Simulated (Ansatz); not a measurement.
Two structures of CH8OSi, closed shell, reached by relaxing down either side of one saddle point (PBE0-D4/def2-TZVP). Energies are electronic, without zero-point energy. Program: Ansatz 0.2.0. Basis: def2-TZVPP and def2-QZVPP. Cores are frozen in the correlated methods. Extrapolation: Hartree–Fock as exp(−7.88 √X), correlation as X^−2.97. First:

| atom | x (Å) | y (Å) | z (Å) |
| --- | --- | --- | --- |
| Si1 | -1.4273 | 0.3498 | 1.0124 |
| O2 | -0.0133 | 0.9895 | 1.5704 |
| H3 | -1.3562 | -1.1332 | 0.9041 |
| H4 | -2.5670 | 0.6891 | 1.9087 |
| H5 | -1.6441 | 0.9437 | -0.3258 |
| H6 | 1.4327 | 0.1211 | -0.6210 |
| C7 | 1.3468 | -0.5139 | -1.5025 |
| H8 | 0.2763 | 0.7329 | 2.4464 |
| H9 | 0.8891 | -1.4636 | -1.2249 |
| H10 | 0.7261 | -0.0175 | -2.2483 |
| H11 | 2.3367 | -0.6980 | -1.9197 |

Second:

```tsv
atom	x (Å)	y (Å)	z (Å)
Si1	-1.0604	-0.4024	-0.0293
O2	1.3869	1.4809	1.3164
H3	-2.2830	-1.1444	-0.4441
H4	-0.7424	-0.8120	1.3681
H5	-1.4048	1.0477	-0.0084
H6	1.1017	0.9290	2.0488
C7	0.3666	-0.7455	-1.1803
H8	0.6575	2.0883	1.1697
H9	0.6109	-1.8101	-1.1894
H10	0.1226	-0.4448	-2.2015
H11	1.2444	-0.1868	-0.8502
```

Which bonds change from the first to the second?

SiH₄O ([OH][SiH3]) + CH₄ → CH₆Si ([CH3][SiH3]) + H₂O; bonds formed: Si1–C7, O2–H6; bonds broken: Si1–O2, H6–C7.

Give the saddle point's structure and its height above each. (To be estimated.)

The calculation gives: 295.8 kJ/mol above the first and 211.1 kJ/mol above the second (CCSD(T) at an estimated basis limit (MP2 extrapolated from triple and quadruple zeta, plus CCSD(T) − MP2 in triple zeta)).
| atom | x (Å) | y (Å) | z (Å) |
| --- | --- | --- | --- |
| Si1 | -0.9675 | 0.1236 | 0.3145 |
| O2 | 0.4912 | 1.0366 | 1.0930 |
| H3 | -1.5319 | -1.1506 | -0.2364 |
| H4 | -1.6012 | 0.0654 | 1.6774 |
| H5 | -1.5355 | 1.2378 | -0.4744 |
| H6 | 0.8968 | 0.3469 | 0.2378 |
| C7 | 0.7573 | -0.4862 | -0.9159 |
| H8 | 0.6858 | 0.7846 | 2.0023 |
| H9 | 0.8488 | -1.5593 | -0.7518 |
| H10 | 0.1914 | -0.3112 | -1.8324 |
| H11 | 1.7646 | -0.0878 | -1.1141 |

The T1 diagnostic stays at or below 0.012.

Labels in which every atom is bracketed show which atoms are joined, not bond orders.

For scale, one of the runs: CCSD(T)/def2-TZVPP, 216 basis functions, launched by `ansatz run in.yaml --threads 4 --pin off --events-out ev --progress --plain --max-ram 9574MiB`. The run took 43 s on 4 CPU threads of an Arm Neoverse V2 (shared host), with 3.2 GiB of host memory at its peak.
